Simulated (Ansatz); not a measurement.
[H···H···NH], triplet along the distance H1-H2

Starting geometry:

```json
{"atom": "H", "x (Å)": "-1.8409", "y (Å)": "0.0594", "z (Å)": "0.0000"}
{"atom": "H", "x (Å)": "-1.0959", "y (Å)": "0.0594", "z (Å)": "0.0000"}
{"atom": "N", "x (Å)": "0.1791", "y (Å)": "0.0594", "z (Å)": "0.0000"}
{"atom": "H", "x (Å)": "0.4482", "y (Å)": "-0.9448", "z (Å)": "0.0000"}
```

From there H2 is moved from one fragment to the other while all else, the fragments' distance too, stays fixed; atoms are numbered as listed. Energies are in kJ/mol, counted from the starting geometry at the same level. Kohn–Sham curves are unrestricted where that lies lower.

Basis cc-pVDZ; Ansatz 0.2.0. Correlated methods freeze the noble-gas cores.

Full CI is exact within this basis and frozen core; it isn't the basis-set limit.

| distance H1-H2 (Å) | PBE0 |
| --- | --- |
| 0.693 | 13.0 |
| 0.745 | 0.0 |
| 0.779 | -4.7 |
| 0.812 | -7.4 |
| 0.846 | -8.8 |
| 0.879 | -9.1 |
| 0.913 | -8.3 |
| 0.946 | -6.3 |
| 0.980 | -2.2 |

Question: Estimate the full CI curve in cc-pVDZ from this one, knowing how PBE0 errs.

Answer: The computed full CI values, in kJ/mol from the starting point, and the error of PBE0 against them:
```tsv
distance H1-H2 (Å)	full CI	PBE0 less full CI
0.693	8.6	4.4
0.745	0.0	0.0
0.779	-2.1	-2.6
0.812	-2.6	-4.8
0.846	-2.2	-6.5
0.879	-1.4	-7.7
0.913	0.0	-8.3
0.946	2.2	-8.5
0.980	6.0	-8.2
```

The error spans 12.9 kJ/mol and is largest, -8.5 kJ/mol, at 0.946 Å.

In so small a basis the reference is far from its limit while semilocal and hybrid functionals are nearer theirs, so the functionals' errors here hold much of the reference's basis and frozen-core error, which can add to them or hide them.
